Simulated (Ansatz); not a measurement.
Results of BLYP in Ansatz (PAW) for chalcopyrite ZnGeP2.

Run with plane-wave cutoff 520 eV, 10×10×10 k mesh, Fermi–Dirac smearing 0.01 eV, scalar-relativistic PAW data made under PBE.

Results at a series of volumes:

| V (Å³/atom) | E − E_lowest (meV/atom) | P (GPa) |
|---|---|---|
| 20.816 | 7.24 | 2.777 |
| 21.249 | 1.74 | 1.310 |
| 21.683 | 0.00 | 0.002 |
| 22.117 | 1.60 | -1.165 |
| 22.550 | 6.19 | -2.206 |

Estimate the bulk modulus and its pressure derivative from these points.

V0 = 21.684 Å³/atom, B0 = 61.7 GPa, B′ = 4.7 (fit to the energies at full precision).

Shape and atoms are relaxed at each volume.

Measured, for comparison: bulk modulus 79 GPa (room temperature, not corrected to a static lattice; as tabulated in Isothermal phase behavior of Ag3SbS3, ZnGeP2, and ZnS (abstract)). Computed (rounded) less measured: bulk modulus -22 %.

Note: the bulk modulus comes from volumes at which shape and atoms were relaxed.

Computed values are for the static lattice.

Ansatz is a quantum-chemistry and plane-wave program.
